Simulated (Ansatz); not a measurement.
One change: `C=C=CS` becomes `C=C=CCCl`.

Ansatz, PBE0-D4/def2-TZVP geometries, multiplicity 1. Each molecule was computed in one conformer, which needn't be the lowest.

```csv
property,`C=C=CS`
HOMO energy (B3LYP/def2-TZVPP) / eV,-6.22
size of the dipole moment (PBE/def2-TZVPP) / D,0.91
LUMO energy (PBE/def2-TZVPP) / eV,-1.31
HOMO energy (PBE/def2-TZVPP) / eV,-5.33
LUMO energy (B3LYP/def2-TZVPP) / eV,-0.53
HOMO–LUMO gap (PBE/def2-TZVPP) / eV,4.02
```

Task: What does the change do to each property? (An estimate is asked.)

Result: The calculation gave: 
```
                                      property  `C=C=CCCl`  shift
           HOMO energy (B3LYP/def2-TZVPP) / eV       -7.49  -1.27
size of the dipole moment (PBE/def2-TZVPP) / D        1.95   1.04
             LUMO energy (PBE/def2-TZVPP) / eV       -1.31   0.00
             HOMO energy (PBE/def2-TZVPP) / eV       -6.54  -1.21
           LUMO energy (B3LYP/def2-TZVPP) / eV       -0.53   0.00
           HOMO–LUMO gap (PBE/def2-TZVPP) / eV        5.23   1.21
```

Dipoles are sizes alone; their direction can turn.

B3LYP here is the variant with VWN-RPA as its local correlation; programs differ in this.
